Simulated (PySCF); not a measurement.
# SiC: bond curves at several levels of theory

An exercise on one series of results from a longer session: the logs are not shown, and one member is left open.

The runs use PySCF 2.14.0; Si def2-TZVPPD, C def2-TZVPPD, no relativity.

The first run:

A driver script around PySCF takes these settings:

| Property | Result |
| --- | --- |
| atoms | Si, C |
| charge | 0 |
| basis | Si def2-TZVPPD, C def2-TZVPPD |
| Hamiltonian | no relativity |
| basis functions | 85 |
| electrons treated | 20 |
| masses in u | 27.9769, 12.0000 |
| levels | PBE0, PBE, r²SCAN, revPBE, TPSSh, BLYP, M06, M06-L, CAM-B3LYP, HF, MP2, SCS-MP2, CCSD, CCSD(T) |
| grid | 80 radial by 434 angular points |
| occupations | held fixed by the projection of orbital angular momentum |
| dissociation limit | Si + C, each in its ground configuration |
| starting distance in angstrom | 1.825 |
| values of 2S to try | 0, 2, 4 |

Started as:

```
OMP_NUM_THREADS=2 python dia.py task.json out
```

Steps of the session up to this table: The job; First curve: PBE0; Higher solutions at PBE0; PBE (GGA); r²SCAN (meta-GGA); revPBE (GGA); TPSSh (hybrid meta-GGA); BLYP (GGA); M06 (hybrid meta-GGA); M06-L; CAM-B3LYP; ROHF; Adding correlation.

One of the session's tables, all rows but one given; the rest of the session is left out.

Energy (eV) from each level's lowest point:

```
R (Å)   ROHF  ROHF-MP2  ROHF-SCS-MP2  ROHF-CCSD  ROHF-CCSD(T)
1.474  1.093     1.394         1.378        n/a           n/a
1.543  0.421     0.641         0.629      0.629         0.690
1.611      ?         ?             ?          ?             ?
1.663  0.000     0.054         0.051      0.050         0.069
1.714  0.022     0.000         0.000      0.000         0.000
1.765  0.127     0.029         0.032      0.031         0.012
1.834  0.360     0.169         0.174      0.166         0.123
1.920  0.745     0.467         0.470      0.438         0.365
2.022  1.266     0.959         0.951      0.847         0.742
2.160  1.946     1.762         1.722        n/a           n/a
```

Estimate the missing values for R (Å) = 1.611.

Worked estimate for «ROHF». A straight line through the neighbours (1.543, 0.421) and (1.663, 0.000) gives 0.421 + (0.000 − 0.421) × (1.611 − 1.543) / (1.663 − 1.543) = 0.182; a parabola fitted to 4 rows on both sides gives 0.075.

**Answer.** ROHF: 0.085; ROHF-MP2: 0.214; ROHF-SCS-MP2: 0.207; ROHF-CCSD: 0.206; ROHF-CCSD(T): 0.243. In «ROHF» the line misses by +0.097 and the parabola by -0.010.
